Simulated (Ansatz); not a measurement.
`C=C(C)SC` → `C=CSC` + `[CH2]` (triplet) at 600 K and 1 bar (formal loss of a carbene).

Calculated with Ansatz (gas phase, PBE0-D4/def2-TZVP geometries, no zero-point term in ΔE). CCSD(T)/CBS is the MP2 limit (def2-TZVPP, def2-QZVPP) plus CCSD(T) − MP2 in def2-TZVPP, frozen cores. This one scheme is used for every species. Triplets are unrestricted, without spin–orbit coupling. One conformer a species, not always the lowest.

```
          species  CCSD(T)/CBS energy (Eh)  H − E (kJ/mol)  S (J/(mol·K))
       `C=C(C)SC`               -554.78114           350.2          434.4
          `C=CSC`               -515.51530           263.0          389.1
`[CH2]` (triplet)                -39.09499            66.5          220.8
```

H − E and S are ideal-gas, rigid-rotor, harmonic terms from PBE0-D4/def2-TZVP, for one conformer and one mirror image of each species, with the whole ground term of open shells counted as degenerate. 1 Eh = 2625.50 kJ/mol, R = 8.31446 J/(mol·K).

**Question.** By hand: ΔE, ΔH, ΔS and ΔG.

**Answer.** ΔE = (-515.51530) + (-39.09499) − (-554.78114) = 0.17085 Eh = 448.6 kJ/mol. Δ(H − E) = 263.0 + 66.5 − 350.2 = -20.7, so ΔH = 427.9 kJ/mol. ΔS = 389.1 + 220.8 − 434.4 = 175.5 J/(mol·K). ΔG = 427.9 − 600 × (175.5)/1000 = 322.6 kJ/mol.

**Question.** By hand: the equilibrium constant, and the temperature at which ΔG would vanish if ΔH and ΔS stayed fixed.

**Answer.** log₁₀ K = −ΔG/(RT ln 10) = -28.1. ΔG = 0 at ΔH/ΔS = 2438 K.

The number of gas molecules changes by +1, which sets the sign of ΔS. A doubt of 5 kJ/mol in ΔE shifts log₁₀ K by 0.4 here. Other conformers and mirror images would add mixing entropy, several J/(mol·K) or more a flexible species. A triplet takes part, so the spin changes. These are equilibria of isolated gas molecules and say nothing of rates. Largest T1 diagnostic: 0.011 (customary marks: 0.02 for closed shells, 0.045 for open ones).
